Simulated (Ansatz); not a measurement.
# One shape, several levels: AlNH3O (SMILES [NH2][Al][OH])

We compute a comparison of 6 runs (UHF/STO-3G, UB3LYP/6-31G*, U-r2SCAN/def2-SVPD, U-r2SCAN0/def2-SVPD, RPA@PBE0/def2-SVPD, UBCCD(T)/def2-SVPD) of AlNH3O. 

The results are computed with Ansatz 0.2.0.

77 further runs of the same task are left out: 77 set aside as unsound or not needed.

### Step 1. The molecule

The species is AlNH3O (6 atoms), meant as a doublet with charge 0. SMILES: `[NH2][Al][OH]`. The N1–H5 distance was set to 1.811 Å, away from the relaxed value. At this shape a bond of the SMILES string is far longer than usual.

Bond lengths: N1–Al2 1.769 Å, Al2–O3 1.705 Å, N1–H4 1.009 Å, O3–H6 0.956 Å. Angles: N1–Al2–O3 116.1°, Al2–N1–H4 124.1°, Al2–O3–H6 122.8°.

### Step 2. A single-point energy at UHF/STO-3G (run 1)

The input, job.yaml:

```yaml
basis:
  gaussian: {orbitals: STO-3G}
crystal:
  periodic: [false, false, false]
  atoms:
    - {symbol: N, position_ang: [-0.547271, -0.256905, -0.252015]}
    - {symbol: Al, position_ang: [0.971829, 0.104195, 0.579485]}
    - {symbol: O, position_ang: [1.570729, -1.115605, 1.609985]}
    - {symbol: H, position_ang: [-1.057671, -1.120705, -0.148415]}
    - {symbol: H, position_ang: [-1.394700, 0.861600, -1.396800]}
    - {symbol: H, position_ang: [2.382329, -1.022205, 2.105585]}
magnetization: {spin_polarized: true, initial_magnetization: 1}
accuracy: high
output: {orbitals: {seedname: orbitals}}
hamiltonian: {xc: hf}
```

Launch:

```
$ ansatz run job.yaml --threads 1 --pin off --max-ram 3480MiB --events-out events.jsonl --progress --plain --runs-dir runs
```

The log of the run:

```text
Warning: RAYON_NUM_THREADS=1 ignored (pool sized by the plan → 1); use --threads N
Functional definition: HF
  name "HF"
  exchange = exact_x
  correlation = 0
401 factors; integrals over basis functions are off by at most 1.9e-8 eV
mean field evaluation 1: about -10010.4713 eV, gradient 2.3e1 eV
mean field evaluation 2: about -10010.5663 eV, gradient 2.3e1 eV
mean field evaluation 4: about -10015.8468 eV, gradient 4.6e0 eV
mean field evaluation 8: about -10018.1076 eV, gradient 1.8e0 eV
mean field evaluation 16: about -10018.1770 eV, gradient 1.7e-8 eV
mean field evaluation 32: about -10017.8970 eV, gradient 1.4e-2 eV
mean field evaluation 64: about -10017.8993 eV, gradient 2.1e-1 eV
mean field evaluation 96: about -10017.7732 eV, gradient 8.3e-1 eV
mean field evaluation 128: about -10017.9593 eV, gradient 9.0e-2 eV
mean field evaluation 160: about -10017.8969 eV, gradient 9.7e-2 eV
mean field -10018.24237129 eV, -368.1636165363 hartree, gradient 5.4e-8 eV, S^2 1.493848; 5 other end points of the search recorded, 0 dependent functions left out
reference -10018.24237129 eV, -368.1636165363 hartree; 16, 15 occupied and 6, 7 virtual orbitals, 401 factors
Total energy: -10018.24237129 eV, -368.1636165363 hartree
```

Run time: 0.55 s. Hardware: 1 thread of Arm Neoverse V1, shared host.

### Step 3. The energy at UB3LYP/6-31G(d) (spherical functions) (run 2)

The input, job.yaml:

```yaml
crystal:
  periodic: [false, false, false]
  atoms:
    - symbol: "N"
      position_ang: [-0.547271, -0.256905, -0.252015]
    - symbol: Al
      position_ang: [0.971829, 0.104195, 0.579485]
    - symbol: O
      position_ang: [1.570729, -1.115605, 1.609985]
    - symbol: H
      position_ang: [-1.057671, -1.120705, -0.148415]
    - symbol: H
      position_ang: [-1.394700, 0.861600, -1.396800]
    - symbol: H
      position_ang: [2.382329, -1.022205, 2.105585]
basis:
  gaussian:
    orbitals: 6-31G_st_-spherical.json
magnetization:
  spin_polarized: true
  initial_magnetization: 1
hamiltonian:
  xc: {name: B3LYP}
accuracy: high
output:
  orbitals: {seedname: orbitals}
```

The basis set 6-31G* is read from a file made from the Basis Set Exchange's data (not shown).

Launch:

```
$ ansatz run job.yaml --threads 1 --pin off --max-ram 3480MiB --events-out events.jsonl --progress --plain --runs-dir runs
```

The log of the run:

```text
Warning: RAYON_NUM_THREADS=1 ignored (pool sized by the plan → 1); use --threads N
Functional definition: B3LYP
  name "B3LYP"
  parameter a0 = 0.2
  parameter ax = 0.72
  parameter ac = 0.81
  exchange = (1 - a0 - ax)*slater_x + ax*b88_x + a0*exact_x
  correlation = (1 - ac)*vwn_rpa_c + ac*lyp_c
1106 factors; integrals over basis functions are off by at most 3.5e-9 eV
mean field evaluation 1: about -10163.5509 eV, gradient 6.1e1 eV
mean field evaluation 2: about -10090.4155 eV, gradient 1.1e2 eV
mean field evaluation 4: about -10176.7629 eV, gradient 2.4e1 eV
mean field evaluation 8: about -10179.7534 eV, gradient 3.1e-1 eV
mean field evaluation 16: about -10179.8471 eV, gradient 2.3e-2 eV
mean field evaluation 32: about -10179.8474 eV, gradient 1.7e-6 eV
mean field -10179.84736305 eV, -374.1024904439 hartree, gradient 8.9e-8 eV, S^2 0.766218; 4 other end points of the search recorded, 0 dependent functions left out
reference -10179.84739966 eV, -374.1024917890 hartree; 16, 15 occupied and 36, 37 virtual orbitals, 1106 factors
Total energy: -10179.84739966 eV, -374.1024917890 hartree
```

Run time: 13 s. Hardware: 1 thread of Arm Neoverse V1, shared host; peak memory 0.2 GiB.

Runs 3 to 5 aren't shown in full; the table further down has their settings and results.

### Step 4. A single-point energy at UBCCD(T)/def2-SVPD (run 6)

The input, run.yaml:

```yaml
crystal:
  periodic: [false, false, false]
  atoms:
    - symbol: "N"
      position_ang: [-0.547271, -0.256905, -0.252015]
    - symbol: Al
      position_ang: [0.971829, 0.104195, 0.579485]
    - symbol: O
      position_ang: [1.570729, -1.115605, 1.609985]
    - symbol: H
      position_ang: [-1.057671, -1.120705, -0.148415]
    - symbol: H
      position_ang: [-1.394700, 0.861600, -1.396800]
    - symbol: H
      position_ang: [2.382329, -1.022205, 2.105585]
basis:
  gaussian:
    orbitals: def2-SVPD
accuracy: high
scf:
  omitted_lower_state_checks: [cluster_reference, increment]
magnetization:
  spin_polarized: true
  initial_magnetization: 1
correlation:
  method: bccd_t
  frozen_orbitals: {Al: 5, H: 0, "N": 1, O: 1}
```

Launch:

```
$ ansatz run run.yaml --threads 1 --pin off --max-ram 3480MiB --events-out events.jsonl --progress --plain --runs-dir runs
```

The log of the run:

```text
Warning: RAYON_NUM_THREADS=1 ignored (pool sized by the plan → 1); use --threads N
[... 16 lines left out ...]
7 core orbitals not correlated: weight in the atoms' cores, before any rotation towards them, 1.000 or more for the frozen orbitals, at most 0.000 for the correlated occupied ones
[... 44 lines left out ...]
Total energy: -10155.34382402 eV, -373.2020019936 hartree
Checks for a lower state left out: cluster_reference, increment
```

Run time: 1.8 min. Hardware: 1 thread of Arm Neoverse V1, shared host; peak memory 1.4 GiB.

### Step 5. All runs side by side

| run | level | frozen core orbitals | energy (Eh) | HOMO energy (eV) | LUMO energy (eV) | ⟨S²⟩ | wall time |
| --- | --- | --- | --- | --- | --- | --- | --- |
| 1 | UHF/STO-3G | – | -368.163617 | -4.85 | 7.36 | 1.494 | 0.55 s |
| 2 | UB3LYP/6-31G* (spherical functions) | – | -374.102492 | -5.35 | -2.87 | 0.766 | 13 s |
| 3 | U-r2SCAN/def2-SVPD | – | -373.861073 | -5.09 | -3.93 | 0.817 | 36 s |
| 4 | U-r2SCAN0/def2-SVPD | – | -373.828901 | -5.99 | -2.74 | 1.006 | 38 s |
| 5 | RPA@PBE0/def2-SVPD | 7 | -373.335232 | – | – | 0.775 | 37 s |
| 6 | UBCCD(T)/def2-SVPD | 7 | -373.202002 | – | – | 1.407 | 1.8 min |

### Step 6. Results

| quantity | value |
| --- | --- |
| run 6: total energy | -373.20200 Eh |
| run 6: correlation energy (7 core orbitals frozen) | -469.4 mEh |
| run 6: (T) correction | -19.56 mEh |
| run 6: ⟨S²⟩ of the reference determinant | 1.407 |

What this shows: Totals of different functionals can't be ranked against each other. In run 1 the basis is minimal, so the values are rough. Spin contamination of the reference: run 1 ⟨S²⟩ = 1.49, run 6 ⟨S²⟩ = 1.41, run 4 ⟨S²⟩ = 1.01. Where it is this large, the reference is a mixture of spin states, and values that rest on it are in doubt. All runs together took 3.9 min, the longest 1.8 min.
